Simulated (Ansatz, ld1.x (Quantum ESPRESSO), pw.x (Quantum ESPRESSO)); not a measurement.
## Equation-of-state test of one PAW potential (Mn)

| Property | Result |
| --- | --- |
| Element | Mn (Z = 25) |
| Generator | ld1.x (Quantum ESPRESSO) 7.5 |
| Type | PAW |
| Functional | LDA (PW92) |
| Relativity | scalar-relativistic |
| Frozen core | [Ne] |
| Valence charge | 15 |
| Reference configuration | 3s2 3p6 3d5 4s2 4p0 |
| Partial waves | 3s (bound): rcut 1.22, rcutus 1.46 bohr; 4s (bound): rcut 1.22, rcutus 1.46 bohr; 3p (bound): rcut 1.52, rcutus 1.98 bohr; 4p (bound, empty): rcut 1.52, rcutus 1.98 bohr; 3d (bound): rcut 1.42, rcutus 1.72 bohr; 3d channel at 0.4 Ry: rcut 1.42, rcutus 1.72 bohr |
| Local potential | all-electron potential smoothed inside 1.76 bohr (lloc = -1) |
| Core correction | Bessel-smoothed model core inside 1.05 bohr |
| Augmentation charge | PSQ, radius 1.32 bohr |

Crystal test: diamond Mn in pw.x 7.5, no spin, 10³ k-points, Fermi–Dirac smearing 0.01 Ry, cutoffs 75/600 Ry. The reference is all-electron LAPW (Ansatz 0.2.0) with the same functional, mesh and smearing; V0 and B0 come from Birch–Murnaghan fits to the pressures at five volumes. Errors are pseudo minus all-electron; Δ is the rms difference of the E(V) curves that follow from these fits, minima aligned, over ±6 % about the mean V0. Mesh and smearing are coarse, so the numbers serve the comparison and aren't converged zero-temperature values; the lattice is a test structure that the element need not adopt. Spin polarisation and strong correlation are left out, which matters for this element.

All-electron: a0 = 4.831 Å (V0 = 14.09 Å³/atom), B0 = 172.4 GPa.

Question: How far does the potential miss the all-electron equation of state?

Answer: mean pressure error (GPa): +1.41; a0 (Å): 4.843; a0 error (%): +0.26; B0 error (%): +1.1; Δ (meV/atom): 4.2.

```
V (Å³/atom)  P all-electron (GPa)  P pseudo (GPa)
     13.382                  9.94           11.77
     13.734                  4.70            6.27
     14.086                  0.09            1.47
     14.438                 -3.97           -2.76
     14.790                 -7.53           -6.49
```

Question: At the middle volume, how do free energy and pressure move when the wave cutoff is lowered (ecutrho held at 600 Ry)?

Answer:

```json
{"cutoff (Ry)": "34", "shift of F (meV/atom)": "+236.1", "shift of P (GPa)": "-9.54"}
{"cutoff (Ry)": "45", "shift of F (meV/atom)": "+66.8", "shift of P (GPa)": "-1.81"}
{"cutoff (Ry)": "60", "shift of F (meV/atom)": "+5.7", "shift of P (GPa)": "-0.23"}
```

The run at the middle volume (47 k-points, 8 iterations) took about 30 s on one core of a shared host (Neoverse-V2, 32 threads, 247 GiB, load 16).
